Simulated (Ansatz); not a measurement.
Cartesian coordinates in Å:
```
C 0.102 -1.068 0.445
C -0.016 0.446 0.620
Si -0.145 1.370 -1.014
H 0.175 -1.574 1.412
H 0.988 -1.334 -0.136
H -0.766 -1.478 -0.077
H 0.849 0.837 1.166
H -0.895 0.694 1.224
H -1.356 0.954 -1.780
H 1.065 1.152 -1.859
```

Total charge 0; spin multiplicity 2.

Q: List the PBE0/def2-TZVPP orbital energies in eV (the Gaussian-basis code of Ansatz). (An estimate is asked.)

A: Ansatz gave: α occupied: -1802.50, -278.16, -278.12, -144.82, -99.60, -99.43, -99.42, -21.43, -17.56, -14.34, -12.66, -11.77, -10.76, -10.13, -9.41, -8.73, -5.89. α empty: 0.68, 1.59, 1.68, 1.83, 2.62, 2.64, 3.32, 3.52. β occupied: -1802.40, -278.15, -278.10, -144.70, -99.36, -99.34, -99.28, -21.36, -17.48, -13.84, -12.64, -11.60, -10.66, -10.08, -9.27, -8.58. β empty: -2.10, 0.92, 2.03, 2.08, 2.20, 2.69, 2.74, 3.41. ⟨S²⟩ = 0.753.
